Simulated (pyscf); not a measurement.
6 group-13 steps of one kind (insertion, closed-shell): barrier in kJ/mol, from the separated reactants or the lowest minimum found. Optimised with ωB97X-D3(BJ)/def2-SVP in PySCF. Functionals in def2-TZVP; the last column is ωB97M-D3(BJ)/def2-TZVP. Rows were drawn at random from the steps of this kind and element class whose saddle was verified and whose references are stable.

```json
[
 {"step": "InH [singlet] + HCl -> Cl–InH₂", "PBE": "30.8", "r²SCAN": "29.9", "M06-2X": "61.8", "ωB97M-D3(BJ)": "74.2"},
 {"step": "Ga–AsH₂ [singlet] + SiH₄ → H₃Si–GaH–AsH₂", "PBE": "65.7", "r²SCAN": "61.3", "M06-2X": "96.7", "ωB97M-D3(BJ)": "101.4"},
 {"step": "F–Ga [singlet] + HO–SiH₃ → HO–SiH₂–GaH–F", "PBE": "___", "r²SCAN": "145.0", "M06-2X": "171.6", "ωB97M-D3(BJ)": "181.8"},
 {"step": "H₃C–In [singlet] + HCl → H₃C–InH–Cl", "PBE": "24.9", "r²SCAN": "23.7", "M06-2X": "55.8", "ωB97M-D3(BJ)": "68.7"},
 {"step": "H₂P–In [singlet] + SiH₄ -> H₃Si–InH–PH₂", "PBE": "___", "r²SCAN": "112.7", "M06-2X": "143.8", "ωB97M-D3(BJ)": "143.5"},
 {"step": "F–Ga [singlet] + HO–SiH₃ -> F–GaH–O–SiH₃", "PBE": "146.5", "r²SCAN": "142.8", "M06-2X": "169.0", "ωB97M-D3(BJ)": "185.7"}
]
```

Task: Fill in the missing entries.

Result: 
- F–Ga [singlet] + HO–SiH₃ → HO–SiH₂–GaH–F, PBE: 148.0
- H₂P–In [singlet] + SiH₄ -> H₃Si–InH–PH₂, PBE: 115.5

Differences from the last column (kJ/mol): PBE: mean -37.3, median -37.5, mean size 37.3, lower in 6 of 6; r²SCAN: mean -40.0, median -41.5, mean size 40.0, lower in 6 of 6; M06-2X: mean -9.4, median -11.3, mean size 9.5, lower in 5 of 6. PBE is closest for row 5 (28.0 kJ/mol apart) and farthest for row 4 (43.8 kJ/mol). PBE, r²SCAN and M06-2X carry no added dispersion term. The last column is a level with limits of its own. Each barrier is that of the saddle found. Elements up to Kr have no core potential and no relativistic terms here. Elements past Kr carry the def2 core potentials, without spin-orbit coupling.
